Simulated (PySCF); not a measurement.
Orbital picture of MgCl

PBE at R = 2.276 Å; basis Mg pcseg-1, Cl pcseg-1; no relativity; PySCF 2.14. State: ²Σ⁺ (doublet), unpaired electrons σ ↑. Only the outer orbitals are listed, counted within each symmetry.

```json
{"spin": "α", "orbital": "2π", "occ.": "1", "ε (eV)": "-48.56", "on Mg (%)": "100", "main shells (%)": "100 Mg p"}
{"spin": "α", "orbital": "2π", "occ.": "1", "ε (eV)": "-48.56", "on Mg (%)": "100", "main shells (%)": "100 Mg p"}
{"spin": "α", "orbital": "6σ", "occ.": "1", "ε (eV)": "-48.50", "on Mg (%)": "100", "main shells (%)": "100 Mg p"}
{"spin": "α", "orbital": "7σ", "occ.": "1", "ε (eV)": "-18.60", "on Mg (%)": "2", "main shells (%)": "97 Cl s"}
{"spin": "α", "orbital": "8σ", "occ.": "1", "ε (eV)": "-8.15", "on Mg (%)": "21", "main shells (%)": "77 Cl p, 19 Mg s"}
{"spin": "α", "orbital": "3π", "occ.": "1", "ε (eV)": "-6.81", "on Mg (%)": "3", "main shells (%)": "97 Cl p"}
{"spin": "α", "orbital": "3π", "occ.": "1", "ε (eV)": "-6.81", "on Mg (%)": "3", "main shells (%)": "97 Cl p"}
{"spin": "α", "orbital": "9σ", "occ.": "1", "ε (eV)": "-5.04", "on Mg (%)": "90", "main shells (%)": "73 Mg s, 17 Mg p, 10 Cl p"}
{"spin": "α", "orbital": "4π", "occ.": "0", "ε (eV)": "-0.78", "on Mg (%)": "97", "main shells (%)": "96 Mg p"}
{"spin": "α", "orbital": "4π", "occ.": "0", "ε (eV)": "-0.78", "on Mg (%)": "97", "main shells (%)": "96 Mg p"}
{"spin": "α", "orbital": "10σ", "occ.": "0", "ε (eV)": "1.07", "on Mg (%)": "103", "main shells (%)": "84 Mg s, 20 Mg p"}
{"spin": "β", "orbital": "2π", "occ.": "1", "ε (eV)": "-48.45", "on Mg (%)": "100", "main shells (%)": "100 Mg p"}
{"spin": "β", "orbital": "2π", "occ.": "1", "ε (eV)": "-48.45", "on Mg (%)": "100", "main shells (%)": "100 Mg p"}
{"spin": "β", "orbital": "6σ", "occ.": "1", "ε (eV)": "-48.36", "on Mg (%)": "100", "main shells (%)": "100 Mg p"}
{"spin": "β", "orbital": "7σ", "occ.": "1", "ε (eV)": "-18.51", "on Mg (%)": "2", "main shells (%)": "97 Cl s"}
{"spin": "β", "orbital": "8σ", "occ.": "1", "ε (eV)": "-7.96", "on Mg (%)": "18", "main shells (%)": "80 Cl p, 14 Mg s"}
{"spin": "β", "orbital": "3π", "occ.": "1", "ε (eV)": "-6.77", "on Mg (%)": "3", "main shells (%)": "97 Cl p"}
{"spin": "β", "orbital": "3π", "occ.": "1", "ε (eV)": "-6.77", "on Mg (%)": "3", "main shells (%)": "97 Cl p"}
{"spin": "β", "orbital": "9σ", "occ.": "0", "ε (eV)": "-3.70", "on Mg (%)": "93", "main shells (%)": "85 Mg s, 8 Cl p"}
{"spin": "β", "orbital": "4π", "occ.": "0", "ε (eV)": "0.20", "on Mg (%)": "97", "main shells (%)": "97 Mg p"}
{"spin": "β", "orbital": "4π", "occ.": "0", "ε (eV)": "0.20", "on Mg (%)": "97", "main shells (%)": "97 Mg p"}
```

Problem. Which are the highest filled and the lowest empty level, where do they sit, and how wide is the gap?

Solution. Highest filled α 9σ at -5.04 eV (in %: 73 Mg s, 17 Mg p, 10 Cl p); lowest empty β 9σ at -3.70 eV (in %: 85 Mg s, 8 Cl p); the gap at PBE is 1.34 eV.

```
bond order (Mayer)                               : 0.74
⟨S²⟩                                             : 0.751
charge on Mg (Mulliken, basis-dependent)         : 0.55
charge on Mg (Löwdin, basis-dependent)           : 0.50
dipole moment (positive dipole means Mg(−)Cl(+)) : -4.44 D
polarisability along the bond                    : 47.7 bohr³
polarisability across the bond                   : 32.3 bohr³
```

Shares are Mulliken populations and can fall outside 0 to 100 %.

The state is the lowest determinant that a PBE0 search found; another state may lie lower at other levels.
